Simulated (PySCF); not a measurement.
# CHN: the cost of one run

Computed with PySCF 2.14.0, with density-fitted response routines of our own, on a single molecule in the gas phase. Atoms count from 0, in the outputs and in this text.

### Step 1. Starting geometry

3 atoms, charge 0, multiplicity 1; geometry from: MMFF94s. The atoms were then displaced at random by about 0.03 Å, so the start is not that level's minimum.

Bonds of the start (Å): C0–N1 1.08, C0–H2 1.19.

### Step 2. Geometry optimisation at PBE0-D3(BJ)/def2-SVP

What the job is given:

```
{"job": {"xc": "PBE0", "basis": "def2-SVP", "d3": "d3bj", "grid": 1, "shake": 0.03, "kind": "geom"}, "charge": 0, "multiplicity": 1}
C      0.029560    -0.077150     0.012540
N      1.111170     0.003340    -0.006470
H     -1.157140    -0.023400    -0.025960
```

On the command line:

```bash
$ OMP_NUM_THREADS=1 python probes_run.py task.json out
```

One launch serves the whole session: the jobs run in the order shown.

**Question.** How long does this first job take on 1 thread of Arm Neoverse V1, shared host?

About 1.9 s.
